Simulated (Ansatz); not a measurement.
**CH3S (doublet): from Hartree-Fock to the top rungs, 6-31G**

Aim: climb from Hartree-Fock through coupled cluster and multireference methods for CH3S (doublet) at one geometry and basis, and see what each rung misses.

Computed with Ansatz 0.2.0, Gaussian basis. Level: 6-31G, core rule «outside noble gas», up to 6 orbitals frozen.

The runs, in order: UHF; CCSD(T) on ROHF; CCSD(T) on UHF; BCCD(T) on ROHF; CISD; CCSDT(Q) on ROHF; CCSDT(Q) on UHF; CISDTQ; CCSDTQ on ROHF; CCSDTQ on UHF; CASSCF and MRCISD+Q, 13 electrons in 11 orbitals; CASSCF and NEVPT2, 13 electrons in 11 orbitals.

14 further runs of the same task are left out: 1 that didn't finish, 13 set aside as unsound or not needed.

## (1) The system

The geometry is an MP2(full)/6-31G* stationary point (not a proven minimum).

5 atoms, charge 0, spin multiplicity 2.

Atoms are counted from 1 here; the program's logs count them from 0.

Bond lengths: C1–S2 1.799 Å, C1–H3 1.095 Å, C1–H4 1.090 Å, C1–H5 1.090 Å. Angles: S2–C1–H3 107.0°, S2–C1–H4 111.6°, S2–C1–H5 111.6°, H3–C1–H4 108.0°, H3–C1–H5 108.0°, H4–C1–H5 110.4°.

## (2) UHF

in.yaml reads:

```yaml
crystal:
  periodic: [false, false, false]
  atoms:
    - {symbol: C, position_ang: [-0.002063, 1.200529, 0.000000]}
    - {symbol: S, position_ang: [-0.002063, -0.598272, 0.000000]}
    - {symbol: H, position_ang: [1.045062, 1.521364, 0.000000]}
    - {symbol: H, position_ang: [-0.477424, 1.602744, 0.895197]}
    - {symbol: H, position_ang: [-0.477424, 1.602744, -0.895197]}
basis:
  gaussian: {orbitals: 6-31G}
magnetization: {spin_polarized: true, initial_magnetization: 1}
hamiltonian: {xc: hf}
output: {orbitals: {seedname: orbitals}}
```

Command:

```bash
$ ansatz run in.yaml --threads 1 --pin off --events-out ev --progress --plain --max-ram 2880MiB --backend cpu
```

Further steps of the session: CCSD(T) on ROHF; CCSD(T) on UHF; BCCD(T) on ROHF; CISD; CCSDT(Q) on ROHF; CCSDT(Q) on UHF; CISDTQ; CCSDTQ on ROHF; CCSDTQ on UHF; CASSCF and MRCISD+Q, 13 electrons in 11 orbitals; CASSCF and NEVPT2, 13 electrons in 11 orbitals.

**Question.** What will the summary of the whole plan be? Wanted: UCCSDTQ below the RHF energy; RMP2 from UCCSDTQ; UMP2 from UCCSDTQ; RCCSD from UCCSDTQ; RCCSD(T) from UCCSDTQ; UCCSD(T) from UCCSDTQ; RCCSDT(Q) from UCCSDTQ; UCCSDT(Q) from UCCSDTQ; NEVPT2 valence from UCCSDTQ.

**Answer**, as computed:

| quantity | value |
| --- | --- |
| UCCSDTQ below the RHF energy | -4.2200 eV |
| RMP2 from UCCSDTQ | +714.6 meV |
| UMP2 from UCCSDTQ | +710.5 meV |
| RCCSD from UCCSDTQ | +89.1 meV |
| RCCSD(T) from UCCSDTQ | +13.9 meV |
| UCCSD(T) from UCCSDTQ | +13.8 meV |
| RCCSDT(Q) from UCCSDTQ | +0.1 meV |
| UCCSDT(Q) from UCCSDTQ | -0.1 meV |
| NEVPT2 valence from UCCSDTQ | +429.8 meV |
| MRCISD+Q valence from UCCSDTQ | +13.3 meV |
| levels within 1 kcal/mol (43 meV) | RCCSD(T), UCCSD(T), BCCD(T), RCCSDT, UCCSDT, CISDTQ, RCCSDT(Q), UCCSDT(Q), RCCSDTQ, MRCISD+Q valence |
| T1 diagnostic | 0.011 |
| effectively unpaired electrons | 1.02 |

What this shows: RCCSD(T) misses by +13.9 meV, 0.3 % of the correlation energy. One determinant dominates. Of the multireference levels listed MRCISD+Q valence comes nearest in total energy (+13.3 meV), which doesn't show that its space is the better one. These misses are within one basis, not against nature; the frozen cores of restricted and unrestricted runs differ, which can shift their rows.
